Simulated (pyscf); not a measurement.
Elementary routes open to H₃C–GaH–CH₃ + water (H₂O) in the gas phase (singlet surface):
A. methane (CH₄) + H₃C–GaH–OH (C–Ga, H–O broken; C–H, Ga–O formed)
B. H₃C–Ga(CH₃)–OH + hydrogen (H₂) (Ga–H, H–O broken; Ga–O, H–H formed)

Optimised with ωB97X-D3(BJ)/def2-SVP in PySCF.

Question: Rank the routes by free-energy barrier at 1200 K, lowest first, for ωB97M-D3(BJ)/def2-TZVP energies (ideal gas, 1 atm, RRHO with modes under 100 cm⁻¹ raised to 100, one conformer, R ln 2 for chiral ones without a mode under 150 cm⁻¹).

Answer: B (50.7 kcal/mol), A (53.3 kcal/mol)

Route B is the fastest of these, ahead of the next by 2.6 kcal/mol. The most stable products are those of A (ΔG = -15.6 kcal/mol), whose barrier is 2.6 kcal/mol higher: the kinetic and the thermodynamic product differ. At 298 K B is still the fastest. A: On the reactant side the descent ends in an adduct with a Ga–O contact, 13.9 kcal/mol under the separated species and 23.5 kcal/mol under the saddle at ωB97X-D3(BJ)/def2-TZVP. B: On the reactant side the descent ends in an adduct with a Ga–O contact, 13.9 kcal/mol under the separated species and 21.5 kcal/mol under the saddle at ωB97X-D3(BJ)/def2-TZVP. Only these routes are compared; each barrier is that of the saddle found, and lower ones may exist. Elements up to Kr have no core potential and no relativistic terms here.
